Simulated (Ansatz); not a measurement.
## Au: Au vacancy

Theory: DFT PBE, scalar-relativistic, plane waves, PAW (Ansatz). (420 eV cutoff, 6×6×6 k-mesh, Gaussian smearing of 0.10 eV, no spin polarisation)

Host crystal, relaxed:

```
CELL_PARAMETERS angstrom
0.00000 2.07895 2.07895
2.07895 0.00000 2.07895
2.07895 2.07895 0.00000
ATOMIC_POSITIONS crystal
Au 0.00000 0.00000 0.00000
```

Supercell of 27 atoms, rows in host cell vectors: 3 -3 0; 3 0 -3; 3 0 0. Atoms relax at the host's cell, keeping the symmetry that the supercell leaves at the site. The cell is small, so energies carry finite-size errors of tenths of an eV. The host is a metal. Atoms are taken from and returned to the elements' standard states.

Spin-orbit coupling is left out, which matters for the bands and energies of heavy elements.

Defect: Au vacancy set at (0.000, 0.000, 0.000) of the host cell. Before relaxation its nearest neighbours are 12 Au at 2.94 Å.

| charge | E_f at the valence band top (eV) | moment (μB) | largest move (Å) | atoms near the site |
| --- | --- | --- | --- | --- |
| 0 | 0.47 | 0.00 | 0.05 | 12 Au at 2.89 Å |

Cost: 2 runs of about 16 core-minutes in all, on Intel Xeon Processor @ 2.70GHz (shared hosts).